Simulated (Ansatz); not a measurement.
A run of Ansatz (development build ahead of 0.2.0) on triplet C4H6 at this shape:

```xyz
10

C     0.5246    0.0027    0.5155
C    -0.5198    0.0080   -0.5168
C     0.5136   -0.7814    1.5850
C    -0.5087    0.7922   -1.5863
H     1.3487    0.6943    0.3713
H    -1.3439   -0.6836   -0.3726
H     1.3085   -0.7479    2.3187
H    -0.2903   -1.4857    1.7665
H    -1.3036    0.7586   -2.3200
H     0.2951    1.4965   -1.7677
```

Its results:

| Property | Result |
| --- | --- |
| Converged | yes |
| Total energy | -154.70671 hartree |
| Spin squared of the determinant | 2.166 |
| Stability test | minimum |

Forces (eV/Å):
| atom | Fx | Fy | Fz |
| --- | --- | --- | --- |
| C1 | -2.086 | 6.080 | -10.424 |
| C2 | 2.307 | -1.933 | 4.927 |
| C3 | -0.062 | -6.162 | 8.430 |
| C4 | -0.063 | 2.068 | -2.912 |
| H5 | -0.068 | 0.000 | -0.067 |
| H6 | -0.022 | -0.031 | 0.020 |
| H7 | -0.088 | -0.069 | 0.009 |
| H8 | 0.091 | 0.032 | 0.046 |
| H9 | 0.016 | 0.024 | -0.017 |
| H10 | -0.024 | -0.009 | -0.012 |

Q: Which input gives this output? Name the method, the orbitals and the basis set, and write the input.

A: UHF in def2-SVP.

```yaml
crystal:
  periodic: [false, false, false]
  atoms:
    - { symbol: C, position_ang: [0.52461, 0.00266, 0.51551] }
    - { symbol: C, position_ang: [-0.51976, 0.00805, -0.51682] }
    - { symbol: C, position_ang: [0.51358, -0.78145, 1.58501] }
    - { symbol: C, position_ang: [-0.50873, 0.79218, -1.5863] }
    - { symbol: H, position_ang: [1.34872, 0.69431, 0.37132] }
    - { symbol: H, position_ang: [-1.34388, -0.68358, -0.37261] }
    - { symbol: H, position_ang: [1.30847, -0.74786, 2.31871] }
    - { symbol: H, position_ang: [-0.29027, -1.48575, 1.76647] }
    - { symbol: H, position_ang: [-1.30363, 0.75856, -2.32001] }
    - { symbol: H, position_ang: [0.29514, 1.49647, -1.76775] }
basis:
  gaussian: { orbitals: def2-SVP }
magnetization:
  spin_polarized: true
  initial_magnetization: 2
hamiltonian:
  xc: hf
output:
  forces: true
```

Caution: the unrestricted determinant is spin contaminated; the determinant breaks the point group.
